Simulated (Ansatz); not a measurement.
```yaml
crystal:
  periodic: [false, false, false]
  atoms:
    - {symbol: P, position_ang: [0.000073, -0.000042, -0.030607]}
    - {symbol: H, position_ang: [1.342759, 0.014364, 0.316696]}
    - {symbol: H, position_ang: [-0.684559, 1.156977, 0.310299]}
    - {symbol: H, position_ang: [-0.660436, -1.170044, 0.313565]}
basis:
  gaussian: {orbitals: def2-TZVP}
total_charge: 1
magnetization: {spin_polarized: true, initial_magnetization: 1}
hamiltonian: {xc: pbe0}
relax: {f_tol: 0.004, max_steps: 80}
```

```sh
$ ansatz run in.yaml --threads 1 --pin off --events-out ev --progress --plain --max-ram 2176MiB
```

Steps of the relaxation (energy above the last step; positions in Å, forces in eV/Å):

```
4
step 1, 11.7 meV
P     0.000    0.000   -0.031    0.001   -0.001   -0.390
H     1.343    0.014    0.317    0.384    0.004    0.131
H    -0.685    1.157    0.310   -0.196    0.331    0.129
H    -0.660   -1.170    0.314   -0.189   -0.334    0.130
```

```
4
step 2, 1.4 meV
P     0.000    0.000   -0.047    0.000    0.000   -0.122
H     1.349    0.014    0.322    0.141    0.002    0.041
H    -0.688    1.162    0.316   -0.072    0.121    0.040
H    -0.663   -1.175    0.319   -0.069   -0.123    0.041
```

```
4
step 3, 0.0 meV
P     0.000    0.000   -0.050    0.000    0.000   -0.003
H     1.354    0.014    0.323    0.001    0.000    0.001
H    -0.690    1.167    0.317    0.000    0.000    0.001
H    -0.666   -1.180    0.320    0.000    0.000    0.001
```

Close pairs at the end: P1–H3 1.405 Å, P1–H4 1.405 Å, P1–H2 1.405 Å.

A stationary point of unrestricted PBE0 after 3 steps, with ⟨S²⟩ = 0.754 against 0.75 for a pure state; no frequencies were run, so it isn't proven a minimum. 3.3 s on 1 thread of Arm Neoverse V2, shared host.
